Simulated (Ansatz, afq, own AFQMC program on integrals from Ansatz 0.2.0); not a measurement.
## BCl3, singlet: AFQMC among the cluster methods

```
atom    x (Å)    y (Å)    z (Å)
   B   0.1560   0.2749  -0.0005
  Cl   1.8933   0.2880  -0.0006
  Cl  -0.7240   1.7729  -0.0031
  Cl  -1.2168  -2.1448   0.0038
```

Connectivity, by distances: Cl ··· Cl–B–Cl.

Basis cc-pVDZ. Noble-gas cores (and the filled d shells of Ga–Kr and In–Xe) are frozen. Ansatz 0.2.0 and our own AFQMC program on the same integrals; the CISD trial comes from CCSD amplitudes, and released means the phaseless constraint is let go. Uncertainties: one standard error, sampling alone.

Determinant: RHF, the one that the program's search chose, which needn't be the lowest solution. The geometry is a point of a scan.

No full CI on the walks' own integrals is used here; CCSDT(Q) serves as the reference and is uncertain by about the last step of the cluster series.

Cautions: higher spins were not checked; restricted determinant unstable towards unrestricted (UHF 360 meV lower, ⟨S²⟩ 0.62); strong correlation (T1 0.023, weight of the determinant 0.78, largest double 0.18).

- T1 diagnostic: 0.0228
- weight of the determinant in the CISD state: 0.780
- size of the correlated space: 24 electrons in 52 orbitals

```csv
level,correlation energy (eV)
MP2,-13.3833
CCSD,-14.4064
CCSD(T),-14.9233
```

(1) Estimate where AFQMC with the constraint released lies against CCSD(T) on the same integrals.

(1) 2.86 ± 0.52 mEh below CCSD(T).

Reference: CCSDT(Q), correlation energy -15.005 eV. The released energy is read at 0.90 1/Eh (meV from the phaseless value at times in 1/Eh: -6 ± 10 at 0.21, -15 ± 10 at 0.42, -12 ± 12 at 0.63, -15 ± 14 at 0.90).

```
         level  E − E(reference) (mEh)  share of correlation (%)
       CCSD(T)                    3.02                     99.45
         CCSDT                    1.72                     99.69
 ph-AFQMC/CISD             0.72 ± 0.54                     99.87
released AFQMC             0.16 ± 0.52                     99.97
```

A walk keeps the symmetry of its determinant, which the program's search chose and which needn't be the lowest solution, so a lower state of the same spin and another symmetry isn't excluded. Released energies are given only where the last usable release times agree within the noise; a slower fall can still hide under it.
